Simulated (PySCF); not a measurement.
Question: Give a PBE0-D3(BJ)/def2-TZVP geometry of `c1cscn1` (thiazole).

Answer: 
Z-matrix in Å and degrees, rows numbered from 1:
```
C 
C   1  1.3613
S   2  1.7047  1  109.49
C   3  1.7157  2   89.41  1    -0.02
N   4  1.2964  3  114.98  2     0.01
H   1  1.0818  2  124.84  3   180.00
H   2  1.0785  1  128.70  3   179.98
H   4  1.0819  3  121.00  2  -179.98
```

The 5 heavy atoms lie in one plane (0.000 Å rms). The 5-membered ring C1–C2–S3–C4–N5 has internal angles of 89.4° to 115.7°; it is planar, 0.00 Å rms from its mean plane, widest ring torsion 0°. S3 (thiophene-type sulfur) is bent (angle 89.4°). The C–N distances run from 1.296 Å (C4–N5, aromatic) to 1.363 Å (C1–N5, aromatic), a spread of 0.067 Å.

Computed with PBE0-D3(BJ)/def2-TZVP geometry optimisation, gas phase in PySCF.

Point group: Cs (every atom within 0.08 Å of its image). Not checked by PBE0-D3(BJ)/def2-TZVP frequencies.

The run took 64 s of wall time on one thread, Arm Neoverse V1 (aarch64), no GPU (shared host), and the process peaked at 0.75 GiB of memory. This is the geometry optimisation.
